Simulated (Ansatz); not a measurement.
# CH3NS2: the cost of one run

Method: RKS B3LYP-D4/6-31G*, in Ansatz 0.2.0.

## 1. The starting structure

Bond lengths: N1–C2 1.340 Å, C2–S3 1.633 Å, C2–S4 1.773 Å, N1–H5 1.006 Å, N1–H6 1.007 Å, S4–H7 1.327 Å. Angles: N1–C2–S3 123.7°, N1–C2–S4 113.3°, S3–C2–S4 123.1°, C2–N1–H5 118.9°, C2–N1–H6 121.6°, H5–N1–H6 119.5°, C2–S4–H7 95.3°.

As a file:

```xyz
7

N    -0.8239    0.5534    0.5801
C     0.1891   -0.1929    0.1206
S     1.0635   -1.2062    1.0556
S     0.4951    0.0313   -1.6109
H    -1.0802    0.4799    1.5505
H    -1.3533    1.1562   -0.0280
H     1.5098   -0.8217   -1.6680
```

## 2. End point A

input.yaml reads:

```yaml
crystal:
  periodic: [false, false, false]
  atoms:
    - { symbol: "N", position_ang: [-0.82392, 0.5534, 0.58007] }
    - { symbol: C, position_ang: [0.18911, -0.19293, 0.12063] }
    - { symbol: S, position_ang: [1.06345, -1.20619, 1.05565] }
    - { symbol: S, position_ang: [0.49507, 0.0313, -1.61091] }
    - { symbol: H, position_ang: [-1.08018, 0.47991, 1.55054] }
    - { symbol: H, position_ang: [-1.3533, 1.15621, -0.02801] }
    - { symbol: H, position_ang: [1.50976, -0.82169, -1.66798] }
basis:
  gaussian: { orbitals: "6-31G*" }
hamiltonian:
  xc: b3lyp
  dispersion: d4
relax:
  f_tol: 0.02
  max_steps: 50
output:
  orbitals: {}
```

On the command line:

```console
$ ansatz run input.yaml --threads 1 --pin off --max-ram 2048MiB --backend cpu --events-out ev --progress --plain --runs-dir out
```

What time and memory should one allow on 1 thread of Arm Neoverse V1, shared host?

About 19 s, with a peak of 0.14 GiB.
